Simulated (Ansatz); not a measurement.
Conformers of C$_{3}$H$_{6}$F$_{2}$, SMILES `FCCCF`, each relaxed with PBE0-D4/def2-TZVP in Ansatz. CBS adds the triple-zeta coupled-cluster correction to the MP2 limit.

Not all of them had a frequency check.

Conformer A:

Cartesian coordinates in Å:
```
F -1.010 0.002 -2.199
C -0.011 -0.119 -1.249
C -0.576 0.155 0.123
C 0.471 0.064 1.204
F 0.981 -1.223 1.272
H 0.778 0.597 -1.502
H 0.396 -1.131 -1.316
H -1.384 -0.550 0.335
H -1.005 1.162 0.143
H 1.312 0.738 1.008
H 0.048 0.306 2.182
```

Conformer B:

```xyz
11

F    -0.936    1.169   -1.338
C     0.321    0.667   -1.037
C     0.187   -0.574   -0.191
C    -0.438   -0.309    1.156
F     0.385    0.523    1.900
H     0.825    0.448   -1.982
H     0.872    1.449   -0.508
H    -0.423   -1.312   -0.722
H     1.181   -1.013   -0.050
H    -1.406    0.188    1.052
H    -0.568   -1.236    1.720
```

Q: Which is lowest in electronic energy at CCSD(T)/CBS (frozen core, def2 sets), and by how much? (Estimate.)

A: Computed: B; A lies 3.8 kJ/mol higher.

Q: Give the energies relative to B (kJ/mol) with r2SCAN-D4/def2-TZVPP, PBE0-D4/def2-TZVPP, B2PLYP/def2-TZVPP, B3LYP/def2-TZVPP, HF/def2-TZVPP, SCS-MP2/def2-QZVPP, HF/CBS(def2). (Estimate.)

A: Ansatz gave: 
| level | A |
| --- | --- |
| r2SCAN-D4/def2-TZVPP | 4.0 |
| PBE0-D4/def2-TZVPP | 3.6 |
| B2PLYP/def2-TZVPP | 3.7 |
| B3LYP/def2-TZVPP | 3.3 |
| HF/def2-TZVPP | 3.1 |
| SCS-MP2/def2-QZVPP | 3.6 |
| HF/CBS(def2) | 2.9 |

B3LYP here is the variant with VWN-RPA as its local correlation; programs differ in this.
